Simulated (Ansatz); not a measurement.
Input file:

```yaml
crystal:
  periodic: [false, false, false]
  atoms:
    - {symbol: Cl, position_ang: [0.000000, 0.000000, -1.528333]}
    - {symbol: H, position_ang: [0.000000, 0.000000, -0.100333]}
    - {symbol: Br, position_ang: [0.000000, 0.000000, 1.628667]}
basis:
  gaussian: {orbitals: STO-3G}
magnetization: {spin_polarized: false, initial_magnetization: 1}
correlation: {method: mp2, electrons: outside_noble_gas}
accuracy: high
```

```sh
$ ansatz run in.yaml --threads 1 --pin off --events-out ev --progress --plain --max-ram 2393MiB
```

Output:

```
367 factors; integrals over basis functions are off by at most 1.1e-8 eV
mean field evaluation 1: about -81626.7108 eV, gradient 1.1e1 eV
mean field evaluation 2: about -81626.7479 eV, gradient 1.1e1 eV
mean field evaluation 4: about -81627.4823 eV, gradient 7.1e-1 eV
mean field evaluation 8: about -81627.5037 eV, gradient 2.2e-6 eV
mean field evaluation 16: about -81627.3253 eV, gradient 3.8e-4 eV
mean field evaluation 32: about -81627.3344 eV, gradient 3.3e-1 eV
mean field -81627.50374819 eV, -2999.7554336366 hartree, gradient 9.4e-8 eV, S^2 0.750000; 8 other end points of the search recorded, 0 dependent functions left out
mean field evaluation 64: about -81627.5129 eV, gradient 3.1e-4 eV
19 core orbitals not correlated: weight in the atoms' cores, before any rotation towards them, 1.000 or more for the frozen orbitals, at most 0.000 for the correlated occupied ones
reference -81627.50374819 eV, -2999.7554336366 hartree; 8, 7 occupied and 1, 2 virtual orbitals, 367 factors
second order -0.34874297 eV of doubles, -0.00465494 eV of singles
Total energy: -81627.85714610 eV, -2999.7684207702 hartree
```

Ran on 1 thread of Arm Neoverse V1, shared host: 0.69 s wall, 0.17 GiB peak host memory.
